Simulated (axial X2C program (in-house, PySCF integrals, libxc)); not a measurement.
# Which functional? An output for BC

An SCF output computed with an axial X2C code built on PySCF integrals for BC at 1.481 Å, two-component, state Ω = 3/2, C dyall-v3z [7s6p2d1f], B dyall-v3z [7s6p2d1f] (cores contracted in-house), without its first line:

```
basis functions 84  fitting functions 521  grid points 4349
iter        total energy     max residual
   1        -62.346320115     6.68e-02
   2        -62.355554324     7.70e-03
   3        -62.356807610     5.59e-03
   4        -62.357487776     3.88e-03
   5        -62.357916232     3.57e-03
   6        -62.358474114     2.80e-03
   7        -62.359309422     1.18e-03
   8        -62.359358608     8.77e-04
   9        -62.359380194     4.00e-04
  10        -62.359381561     1.42e-04
  11        -62.359382111     4.37e-05
  12        -62.359382141     9.88e-06
  13        -62.359382143     1.09e-06
  14        -62.359382143     1.04e-06
converged
one-electron -104.22565714  Coulomb 40.09051380  exact exchange -8.94132403  xc functional 0.00000000  nuclear repulsion 10.71932230  atomic mean-field constant -0.00223707
```

Which level of theory produced it?
A. HF
B. PBE0
C. TPSS

A. The exact-exchange term against the functional term shows a share of 1 of exact exchange.
